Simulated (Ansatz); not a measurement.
# F2HSi: the cost of one run

The runs use Ansatz 0.2.0, Gaussian basis; def2-QZVPP, core rule «outside noble gas», up to 7 orbitals frozen.

Plan: UHF; ROHF; CCSD(T) on UHF.

2 further runs of the same task are left out: 2 set aside as unsound or not needed. Runs told in other sessions of the task aren't counted.

## (1) The geometry

The geometry is a PBE0/def2-TZVP stationary point (not a proven minimum) of the parent state, kept for this charge and spin.

4 atoms, charge 1, spin multiplicity 3.

Atoms are counted from 1 here; the program's logs count them from 0.

Bond lengths: Si1–F2 1.592 Å, Si1–F3 1.592 Å, Si1–H4 1.493 Å. Angles: F2–Si1–F3 107.3°, F2–Si1–H4 107.6°, F3–Si1–H4 107.6°.

Geometry (Å):

```xyz
4
charge 1, multiplicity 3
Si   -0.13022   -0.50704    0.00000
F     0.07074    0.41526   -1.28172
F     0.07074    0.41526    1.28172
H     0.96174   -1.52583    0.00000
```

## (2) UHF

The input, in.yaml:

```yaml
crystal:
  periodic: [false, false, false]
  atoms:
    - {symbol: Si, position_ang: [-0.130217, -0.507043, 0.000000]}
    - {symbol: F, position_ang: [0.070738, 0.415258, -1.281724]}
    - {symbol: F, position_ang: [0.070738, 0.415259, 1.281724]}
    - {symbol: H, position_ang: [0.961743, -1.525831, 0.000001]}
basis:
  gaussian: {orbitals: "def2-QZVPP.json"}
total_charge: 1
magnetization: {spin_polarized: true, initial_magnetization: 2}
hamiltonian: {xc: hf}
output: {orbitals: {seedname: orbitals}}
```

Command:

```bash
ansatz run in.yaml --threads 1 --pin off --events-out ev --progress --plain --max-ram 2393MiB
```

What time and memory should one allow on 1 thread of Arm Neoverse V1, shared host?

About 10 s, with a peak of 0.43 GiB.
